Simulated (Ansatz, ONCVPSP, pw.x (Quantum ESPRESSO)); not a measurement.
## Equation-of-state test of one ONCV potential (aluminium (Al))

Al (Z = 13), optimised norm-conserving Vanderbilt (ONCV), made with ONCVPSP 4.0.1.1 (patched build) (LDA (Perdew-Wang 92), scalar-relativistic). Core [Ne], reference 3s2 3p1. Waves: 3s: rc 1.70 bohr, ncon 4, nbas 9, qcut 3.4 1/bohr, 2 projectors, debl 2.8 Ha; 3p: rc 2.90 bohr, ncon 4, nbas 7, qcut 2.9 1/bohr, 2 projectors, debl 1.8 Ha; d scattering state at 0.31 Ha: rc 2.35 bohr, ncon 5, nbas 8, qcut 4.5 1/bohr, 2 projectors, debl 1.3 Ha. Local part: polynomial inside 1.15 bohr (lpopt 5, dvloc0 0 Ha). Core correction: none.

Atomic tests: cutoffs needed: 5.6 Ha and 14 Ha (the cutoffs (Ha) at which the residual kinetic energy of the hardest occupied pseudo-wave falls to 1 and 0.1 mHa per electron) The cutoffs count occupied waves only; projector 2 of the s channel, the hardest unoccupied one, needs 42 Ha at the loose tolerance.; ghost test: no bound ghost flagged; GHOST(+) flagged for s at 103.9 eV; largest excitation error: +80 meV (all-electron minus pseudo) for 3s1 3p0, out of 4 test configurations.

Crystal test: fcc Al in pw.x 7.5, no spin, 14³ k-points, Fermi–Dirac smearing 0.01 Ry, cutoffs 35/140 Ry. The reference is all-electron LAPW (Ansatz 0.2.0) with the same functional, mesh and smearing; V0 and B0 come from Birch–Murnaghan fits to the pressures at five volumes. Errors are pseudo minus all-electron; Δ is the rms difference of the E(V) curves that follow from these fits, minima aligned, over ±6 % about the mean V0. Mesh and smearing are coarse, so the numbers serve the comparison and aren't converged zero-temperature values; the lattice is a test structure that the element need not adopt.

All-electron: a0 = 3.983 Å (V0 = 15.80 Å³/atom), B0 = 82.8 GPa.

How far does the potential miss the all-electron equation of state?

mean pressure error (GPa): -0.59; a0 (Å): 3.974; a0 error (%): -0.24; B0 error (%): -1.4; Δ (meV/atom): 2.1. The largest radius (2.90 bohr) exceeds half the bond length (2.66 bohr), so the spheres overlap, which is one possible source of error among others.

```csv
V (Å³/atom),P all-electron (GPa),P pseudo (GPa)
15.050,4.50,3.71
15.446,1.97,1.30
15.842,-0.23,-0.80
16.238,-2.14,-2.62
16.634,-3.79,-4.20
```

At the middle volume, how do free energy and pressure move when the wave cutoff is lowered (ecutrho kept at four times it)?

| cutoff (Ry) | shift of F (meV/atom) | shift of P (GPa) |
| --- | --- | --- |
| 16 | +9.7 | -0.08 |
| 21 | +4.7 | -0.10 |
| 28 | +0.6 | -0.04 |

The run at the middle volume (104 k-points, 5 iterations) took about 7.4 s on one core of a shared host (Neoverse-N1, 64 threads, 124 GiB, load 61).
